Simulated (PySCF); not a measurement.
# H3P: the cost of one run

Programs: PySCF 2.14.0, with density-fitted response routines of our own. Each step states its level of theory. These are calculated values for one molecule in the gas phase, unless marked as measured. Atoms are numbered from 0 throughout.

## Step 1: Starting geometry

4 atoms, charge 0, multiplicity 1; geometry from: GFN2-xTB. The atoms were then displaced at random by about 0.03 Å, so the start is not that level's minimum.

Bonds of the start (Å): P0–H1 1.47, P0–H2 1.30, P0–H3 1.33.

## Step 2: Geometry optimisation at PBE0-D3(BJ)/def2-SVP

The job: settings as JSON, then the geometry in Å.

```
{"job": {"xc": "PBE0", "basis": "def2-SVP", "d3": "d3bj", "grid": 1, "shake": 0.03, "kind": "geom"}, "charge": 0, "multiplicity": 1}
P      0.055920    -0.072270     0.577490
H     -0.470050     1.048500    -0.220250
H      1.093530    -0.134580    -0.210480
H     -0.575640    -0.922540    -0.222950
```

The run is started by

```console
> OMP_NUM_THREADS=1 python probes_run.py task.json out
```

The driver reads the jobs from task.json and runs them one after another.

**Question.** How long does this first job take on 1 thread of Arm Neoverse N1, shared host, and how much memory does it need?

About 2.1 s, with a peak of 0.22 GiB.
